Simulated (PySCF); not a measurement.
## SiF⁻ from Hartree–Fock to correlated methods

State: ³Σ⁻ (triplet), unpaired electrons π ↑↑. Set-up: Si def2-TZVPPD, F def2-TZVPPD; no relativity (PySCF 2.14). De refers to Si + F⁻ in their high-spin ground configurations, without counterpoise correction. The functionals are run spin-unrestricted. A positive dipole points towards F; it is taken about the centre of mass and depends on that origin.

| Level | Re (Å) | ωe (cm⁻¹) | De (eV) | μ (D) | CPU s a point (SCF and correlation, without the integrals) |
| --- | --- | --- | --- | --- | --- |
| UHF | 1.675 | 696 | n/a | 2.48 | 0.89 |
| UHF-MP2 | 1.713 | 640 | 3.27 | n/a | 1.5 |
| UHF-SCS-MP2 | 1.713 | 638 | 3.20 | n/a | n/a |
| UHF-CCSD | 1.702 | 658 | n/a | n/a | n/a |
| UHF-CCSD(T) | 1.709 | 646 | 3.32 | n/a | 47 |
| PBE | 1.731 | 608 | 3.41 | 2.35 | 1.2 |
| r²SCAN | 1.703 | 651 | 3.64 | 2.54 | 1.8 |
| M06-L | 1.704 | 642 | n/a | 2.62 | 1.8 |
| TPSSh | 1.713 | 639 | 3.52 | 2.42 | 2.3 |
| PBE0 | 1.703 | 651 | 3.53 | 2.41 | 2.2 |
| r²SCAN0 | 1.688 | 676 | n/a | 2.51 | 2.4 |
| MN15 | 1.696 | 670 | 3.59 | 2.45 | 2.4 |
| M06-2X | 1.697 | 676 | 3.58 | 2.33 | 2.4 |
| LC-ωPBE | 1.708 | 653 | 3.44 | 2.34 | 1.7 |

The bond length runs from 1.675 Å (UHF) to 1.731 Å (PBE). De spans 3.20 eV (UHF-SCS-MP2, perturbation theory) to 3.64 eV (r²SCAN, meta-GGA).

Correlated steps freeze 6 core orbitals. For an ion De counts to the pair picked by the measured ionisation energies or electron affinities, which need not be the lowest pair at this level. The highest Kohn–Sham level is positive in this anion. Much of that is self-interaction error, but it also means that the finite basis helps to hold the extra electron. The state was picked by a PBE0 search and need not be the measured ground state.

The whole job (state search and all levels along the bond) took about 6.3 min on 2 threads of Arm Neoverse V2 (shared host), peak memory 3 GiB.
